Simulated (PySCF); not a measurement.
From results back to the method.

Species: nitrosyl fluoride, FNO.
Structure used (PBE0-D3(BJ)/def2-SVP), in Å, numbered top down from 1:
```
atom  x, y, z in Å
O1    -0.3978    0.8989   -0.2890
N2     0.4547    0.1757   -0.0853
F3    -0.0553   -1.1085    0.3556
```

The closed-shell ground state was solved 7 times with PySCF (density fitting, gas phase), always in the def2-SVPD basis (66 functions), with these functionals: B3LYP, BHandHLYP, HF, LC-wPBE, LDA, PBE0 and wB97X-D.

| row | total energy (Eh) | HOMO (eV) | LUMO (eV) | dipole (D) |
| --- | --- | --- | --- | --- |
| P | -229.5479 | -9.70 | -3.81 | 1.14 |
| Q | -229.4164 | -12.72 | -0.77 | 1.16 |
| R | -227.9750 | -8.41 | -4.96 | 1.02 |
| S | -229.4727 | -11.89 | -1.50 | 1.15 |
| T | -229.4239 | -11.61 | -2.11 | 1.23 |
| U | -228.4436 | -14.23 | 1.47 | 1.31 |
| V | -229.3154 | -9.91 | -3.44 | 1.14 |

Question: Which functional belongs to which row?

Answer: P = B3LYP, Q = LC-wPBE, R = LDA, S = wB97X-D, T = BHandHLYP, U = HF, V = PBE0. By rising HOMO–LUMO gap: LDA (LDA) 3.45 eV; B3LYP (global hybrid, 20 % exact exchange) 5.89 eV; PBE0 (global hybrid, 25 % exact exchange) 6.47 eV; BHandHLYP (global hybrid, 50 % exact exchange) 9.50 eV; wB97X-D (range-separated hybrid) 10.39 eV; LC-wPBE (range-separated hybrid) 11.95 eV; HF (all exact exchange) 15.70 eV. Total energies of different functionals aren't bounds to one another; each is stationary for its own functional.

The pairwise dispersion term of wB97X-D wasn't added to the energies; at a given geometry it leaves orbitals and properties as they are.
